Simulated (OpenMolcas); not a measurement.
**One shape, several levels: BNH4 (BH2(NH2))**

Wanted: a comparison of 6 runs (B2PLYP/STO-3G, PBE/STO-3G, UB3LYP/STO-3G, ACPF/STO-3G, CISD/STO-3G, CCSD(T)/STO-3G) of BNH4 (BH2(NH2)). 

The results are computed with OpenMolcas 26.06.

2 further runs of the same task are left out: 2 set aside as unsound or not needed.

### Step 1. The molecule

BNH4: 6 atoms, total charge 0, spin state singlet. SMILES: `[H]B([H])N`. The N4–H5 distance was set to 1.510 Å, away from the relaxed value. At this shape a bond of the SMILES string is far longer than usual.

Bond lengths: B1–N4 1.378 Å, B1–H2 1.171 Å, B1–H3 1.171 Å, N4–H6 1.007 Å. Angles: B1–N4–H6 123.7°, H2–B1–N4 118.8°, H3–B1–N4 119.0°, H2–B1–H3 122.1°. A long bond or contact: N4–H5 1.510 Å.

### Step 2. The energy at B2PLYP/STO-3G (run 1)

Contents of coord.xyz:

```xyz
6

B      0.768888     0.671077     0.259235
H      1.757048     0.750227     0.883025
H      0.348338     1.572747    -0.358525
N      0.081548    -0.522793     0.251715
H     -1.199300    -0.750580    -0.515060
H      0.378158    -1.341033     0.757545
```

Contents of run.input:

```
&GATEWAY
BASLIB=$CurrDir
COORD=coord.xyz
BASIS=STO-3G
GROUP=NoSym
&SEWARD
GRIDINPUT
Grid=UltraFine
End of Grid
&SCF
KSDFT=B2PLYP_SCF
THRESHOLDS=1e-10 1e-07 1e-07 1e-05
PRORBITALS=1 1
&MBPT2
FROZEN=2
```

The basis set STO-3G is read from a file made from the Basis Set Exchange's data (not shown).

On the command line:

```sh
$ export MOLCAS_MEM=1860
$ pymolcas run.input > run.log
```

Output:

```text
--- Start Module: gateway ---
[...]
--- Stop Module: gateway /rc=_RC_ALL_IS_WELL_ ---
[...]
      Basis functions           14
[...]
--- Start Module: scf ---
[...]
       Convergence after  10 Iterations
[...]
::    Total KS-DFT energy                             -80.7087871231
[...]
      Total spin, S                                     0.0000000000
[...]
      Total electronic charge=   16.000000
      Total            charge=   -0.000000
[...]
      Dipole Moment (debye):
      Origin of the operator (angstrom)=    0.3753    0.0103    0.2462
                   X= -1.0718E+00               Y= -1.8000E+00               Z= -3.3268E-02           Total=  2.0952E+00
      Quadrupole Moment (debye*angstrom):
[...]
--- Stop Module: scf /rc=_RC_ALL_IS_WELL_ ---
[...]
--- Start Module: mbpt2 ---
[...]
 ###    WARNING: MP2 implementation intended for RHF references only         ###
 ###############################################################################
MBPT2 WARNING: Reference function according to RunFile:KS-DFT
I'll assume you know what you're doing and continue
WARNING!
Default frozen orbitals as non valence orbitals is overwritten by user input.
Default values:   2
[...]
       Reference weight ( Cref**2 )         =        0.90777
::    Total MBPT2 energy                              -80.8629078576
[...]
      Total MBPT2 calculations                           0.04      0.04
--- Stop Module: mbpt2 /rc=_RC_ALL_IS_WELL_ ---
[...]
```

It took 4.2 s on 1 thread of Arm Neoverse V1, shared host; peak memory 0.37 GiB.

### Step 3. A single-point energy at PBE/STO-3G (run 2)

coord.xyz is that of step 2.

Contents of run.input:

```
&GATEWAY
 BasLib=$CurrDir
 Coord=coord.xyz
 Basis=STO-3G
 Group=NoSym

&SEWARD
 GridInput
 Grid=UltraFine
 End of Grid

&SCF
 KSDFT=PBE
 Thresholds=1e-10 1e-07 1e-07 1e-05
 PrOrbitals=1 1
```

The basis set STO-3G is read from a file made from the Basis Set Exchange's data (not shown).

On the command line:

```sh
$ export MOLCAS_MEM=1860
$ pymolcas run.input > run.log
```

Output:

```text
--- Start Module: gateway ---
[...]
--- Stop Module: gateway /rc=_RC_ALL_IS_WELL_ ---
--- Start Module: seward ---
[...]
      Basis functions           14
--- Stop Module: seward /rc=_RC_ALL_IS_WELL_ ---
--- Start Module: scf ---
[...]
       Convergence after  13 Iterations
[...]
::    Total KS-DFT energy                             -80.7853420447
[...]
      Total spin, S                                     0.0000000000
[...]
      Total electronic charge=   16.000000
      Total            charge=   -0.000000
[...]
      Dipole Moment (debye):
      Origin of the operator (angstrom)=    0.3753    0.0103    0.2462
                   X= -1.1429E+00               Y= -2.0288E+00               Z=  5.2227E-03           Total=  2.3285E+00
      Quadrupole Moment (debye*angstrom):
[...]
--- Stop Module: scf /rc=_RC_ALL_IS_WELL_ ---
[...]
```

Run time: 5.1 s. Hardware: 1 thread of Arm Neoverse V1, shared host; peak memory 0.37 GiB.

Runs 3 to 5 aren't shown in full; the table further down has their settings and results.

### Step 4. A single-point energy at CCSD(T)/STO-3G (run 6)

coord.xyz is that of step 3.

Contents of run.input:

```
&GATEWAY
 BasLib=$CurrDir
 Coord=coord.xyz
 Basis=STO-3G
 Group=NoSym

&SEWARD

&SCF
 Thresholds=1e-10 1e-07 1e-07 1e-05
 PrOrbitals=1 1

&RASSCF
 FileOrb=$Project.ScfOrb
 Spin=1
 Nactel=0 0 0
 Inactive=8
 Ras2=0
 OutOrbitals=Canonical
 OrbListing=Nothing

&MOTRA
 JobIph
 Frozen=2

&CCSDT
 CCT
 Triples=2
 Iterations=80
 Accuracy=1e-08
 Extrapolation=5 4
```

The basis set STO-3G is read from a file made from the Basis Set Exchange's data (not shown).

On the command line:

```sh
$ export MOLCAS_MEM=1860
$ pymolcas run.input > run.log
```

Output:

```text
--- Start Module: gateway ---
[...]
--- Stop Module: gateway /rc=_RC_ALL_IS_WELL_ ---
[...]
      Basis functions           14
[...]
       Convergence after  10 Iterations
[...]
::    Total SCF energy                                -80.3409651455
[...]
      Total spin, S                                     0.0000000000
[...]
      Number of active orbitals                  0
[...]
      Spin quantum number                      0.0
[...]
      Active orbitals                            0
[...]
      Number of CSFs                             1
[...]
      Number of root(s) required                 1
[...]
      Convergence after  4 iterations
[...]
      Natural orbitals and occupation numbers for root  1
      ************************************************************************************************************************
      *                                                    Final results                                                     *
      ************************************************************************************************************************
[...]
::    RASSCF root number  1 Total energy:    -80.34096515
[...]
      Total electronic charge=   16.000000
      Total            charge=   -0.000000
[...]
      Dipole Moment (debye):
      Origin of the operator (angstrom)=    0.3753    0.0103    0.2462
                   X= -9.7717E-01               Y= -1.5833E+00               Z= -5.1705E-02           Total=  1.8613E+00
      Quadrupole Moment (debye*angstrom):
[...]
--- Start Module: motra ---
[...]
--- Stop Module: motra /rc=_RC_ALL_IS_WELL_ ---
--- Start Module: ccsdt ---
[...]
      Convergence after                    16  Iterations
      Total energy (diff) :     -80.49593101      -0.00000000
[...]
 METHOD                       : CCSD+T(CCSD)+<T3(1)WT1> = CCSD(T)
[...]
       CCSD     =       -80.4959310148164
[...]
```

Wall time 2.2 s (1 thread of Arm Neoverse V1, shared host); peak memory 0.37 GiB.

### Step 5. All runs side by side

```tsv
run	level	frozen core orbitals	scramble	energy (Eh)	dipole moment (D) of the reference	HOMO energy (eV)	LUMO energy (eV)	wall time
1	B2PLYP/STO-3G	2	–	-80.750400	2.10	-7.61	4.06	4.2 s
2	PBE/STO-3G	–	–	-80.785342	2.33	-4.79	0.66	5.1 s
3	UB3LYP/STO-3G	–	0.25	-80.904267	2.22	-6.03	1.70	8.4 s
4	ACPF/STO-3G	2	–	-80.499212	1.86	-9.93	7.53	1.8 s
5	CISD/STO-3G	2	–	-80.485085	1.86	-9.93	7.53	1.8 s
6	CCSD(T)/STO-3G	2	–	-80.499050	1.86	-9.93	7.53	2.2 s
```

### Step 6. Results

```
                                          quantity         value
                               run 6: total energy  -80.49905 Eh
         run 6: dipole moment (mean-field density)        1.86 D
        run 6: HOMO energy (Hartree–Fock orbitals)      -9.93 eV
        run 6: LUMO energy (Hartree–Fock orbitals)       7.53 eV
      run 6: HOMO–LUMO gap (Hartree–Fock orbitals)      17.46 eV
run 6: correlation energy (2 core orbitals frozen)    -158.1 mEh
                             run 6: (T) correction     -3.12 mEh
```

In words: Over runs 1, 2, 3 the dipole moment (its size) runs from 2.10 D (B2PLYP/STO-3G) to 2.33 D (PBE/STO-3G). A double hybrid's value is that of its SCF part. Over runs 1, 2, 3 the HOMO–LUMO gap runs from 5.44 eV (PBE/STO-3G) to 11.67 eV (B2PLYP/STO-3G). For B2PLYP the log adds the whole second-order term; the table takes 0.27 of it, as the functional is defined. Totals of different functionals can't be ranked against each other. In runs 1, 2, 3, 4, 5, 6 the basis is minimal, so the values are rough. All runs together took 24 s, the longest 8.4 s.
